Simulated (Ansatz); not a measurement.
Fluorite SrCl2 was calculated with PBE (Ansatz, a program for electronic structure, PAW).

Run with plane-wave cutoff 520 eV, 8×8×8 k mesh, perturbation theory, force constants from a 4×4×4 q mesh, scalar-relativistic PAW data made under PBE.

Computed at the level's own relaxed cell.

```xyz
3
Lattice="0.0000 3.5205 3.5205 3.5205 0.0000 3.5205 3.5205 3.5205 0.0000" Properties=species:S:1:pos:R:3 pbc="T T T"
Sr     0.0000     0.0000     0.0000
Cl     1.7603     1.7603     1.7603
Cl     5.2808     5.2808     5.2808
```

Harmonic phonon frequencies (cm⁻¹; i marks an imaginary mode; at Γ without the LO shift):

```json
[
 {"q point": "Γ", "frequencies": "0 0 0 126 126 126 171 171 171"}
]
```
